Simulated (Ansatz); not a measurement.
# Rb (bcc): energy against volume

The calculation used DFT, revPBE, plane waves (420 eV) with PAW, scalar-relativistic in Ansatz. The PAW files were generated under PBE, with cores re-solved for the functional.

The cell is scaled uniformly from the relaxed one, with fractional coordinates and shape fixed. Energies are extrapolated to zero smearing, pressures are those at the given smearing. Magnetic state: spin not included.

A Birch-Murnaghan fit gives V₀ = 99.08 Å³/atom, B₀ = 2.4 GPa, B₀′ = 3.7.

Question: What are the energy above the minimum and the pressure at 91.469 Å³/atom?

Answer: 4.9 meV/atom and 0.23 GPa as computed.

Question: What are the energy above the minimum and the pressure at 103.400 Å³/atom?

Answer: 1.3 meV/atom and -0.08 GPa as computed.

Question: What are the energy above the minimum and the pressure at 111.354 Å³/atom?

Answer: 9.4 meV/atom and -0.21 GPa as computed.
